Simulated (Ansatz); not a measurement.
# H5NSi: molecular dynamics

Aim: follow the molecule's vibrations and see whether its bonds hold. The start is relaxed first. Runs: 500 steps of 1 fs under a Nosé-Hoover thermostat at 700 K. SMILES of the start: N[SiH3].

All numbers below are computed with Ansatz 0.2.0 (RKS r2SCANh-D4/cc-pVDZ).

### 1 The structure to begin with

Bond lengths: Si1–H2 1.460 Å, Si1–H3 1.460 Å, Si1–H4 1.459 Å, Si1–N5 1.819 Å, N5–H6 1.060 Å, N5–H7 1.060 Å. Angles: H2–Si1–H3 109.5°, H2–Si1–H4 109.5°, H2–Si1–N5 109.5°, H3–Si1–H4 109.5°, H3–Si1–N5 109.5°, H4–Si1–N5 109.5°, Si1–N5–H6 120.0°, Si1–N5–H7 120.0°, H6–N5–H7 120.0°.

Structure file:

```xyz
7

Si    0.0000    0.0000    0.0000
H     0.0000    0.0000    1.4600
H     1.3768    0.0000   -0.4862
H    -0.6877    1.1914   -0.4862
N    -0.8572   -1.4851   -0.6061
H    -1.3922   -2.1014    0.0704
H    -0.8219   -1.7344   -1.6357
```

### 2 Preparing the start

Contents of input.yaml:

```yaml
crystal:
  periodic: [false, false, false]
  atoms:
    - { symbol: Si, position_ang: [0.0, 0.0, 0.0] }
    - { symbol: H, position_ang: [0.0, 0.0, 1.46] }
    - { symbol: H, position_ang: [1.3768, 0.0, -0.4862] }
    - { symbol: H, position_ang: [-0.6877, 1.1914, -0.4862] }
    - { symbol: "N", position_ang: [-0.8572, -1.4851, -0.6061] }
    - { symbol: H, position_ang: [-1.3922, -2.1014, 0.0704] }
    - { symbol: H, position_ang: [-0.8219, -1.7344, -1.6357] }
basis:
  gaussian: { orbitals: cc-pVDZ }
hamiltonian:
  xc: r2scanh
  dispersion: d4
relax:
  f_tol: 0.02
  max_steps: 40
```

Launch:

```sh
ansatz run input.yaml --threads 2 --pin off --max-ram 3072MiB --backend cpu --events-out ev --progress --plain --runs-dir out
```

Further steps of the session: The run.

**Question.** What will these runs give? Wanted: relaxation of the start; temperature, first and last step; temperature, second half; potential energy, second half; largest change of the conserved energy; bonds formed or broken.

As calculated:

```
                              quantity                          value
               relaxation of the start        6 moves, 0.346 eV lower
                                length              500 steps of 1 fs
      temperature, first and last step                  700 and 734 K
              temperature, second half  mean 478 K, from 188 to 780 K
         potential energy, second half    +48 meV/atom from the start
largest change of the conserved energy                  0.97 meV/atom
                bonds formed or broken                              0
```

Against a set 700 K the second half averages 478 K with a spread of 155 K; 48 meV/atom has gone into potential energy, and a thermostat that acts over some 300 fs has not made it up in 500 fs. The conserved energy strays from its start by at most 0.97 meV/atom, 2.2 % of the mean kinetic energy, fair for a step of 1 fs. No bond forms or breaks. 500 fs on 7 atoms is far too short and small for converged averages. The nuclei move classically, without zero-point motion, which matters most for hydrogen.
